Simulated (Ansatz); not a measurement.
A made-up structure of CH5AlN (charge -1), singlet:

```
8
angstrom
C -0.7953 0.8928 -0.4470
Al 0.6390 -0.3870 0.1016
N 0.3056 -1.6721 1.2059
H -0.5349 1.9273 -0.1873
H -1.7468 0.6519 0.0389
H -0.9566 0.8782 -1.5330
H -0.4438 -1.8413 1.8769
H 1.0442 -2.3155 1.4785
```

It is relaxed with PBE-D4/def2-SVPD and then PBE0-D4/def2-TZVPD (Ansatz 0.2.0). Atoms count as bonded within 1.22 times the sum of their covalent radii (H–H: 0.88 Å). The end point is not checked to be a true minimum.

**Question.** Does its bonding change? (A judgement: the text doesn't fix the answer.)

**Answer.** Computed: No: no bond forms or breaks.

Where it ends: The first stage lowers the energy by 0.50 eV in 9 steps. It ends as CH₅AlN ([CH3][Al][NH2]), total charge -1:
C1  (-0.751, 0.778, -0.367)
Al2  (0.944, -0.344, -0.099)
N3  (0.313, -1.529, 1.163)
H4  (-0.564, 1.828, -0.095)
H5  (-1.606, 0.423, 0.231)
H6  (-1.057, 0.785, -1.423)
H7  (-0.626, -1.536, 1.546)
H8  (0.858, -2.270, 1.578)
(Å)

Labels in which every atom is bracketed show which atoms are joined, not bond orders.

For scale, one of the runs: PBE0-D4/def2-TZVPD relaxation, 162 basis functions, launched by `ansatz run in.yaml --threads 2 --pin off --events-out ev --progress --plain --max-ram 4352MiB`. Hardware: 2 CPU threads of an Intel Xeon Platinum 8259CL, shared host. Wall time about 24 s.
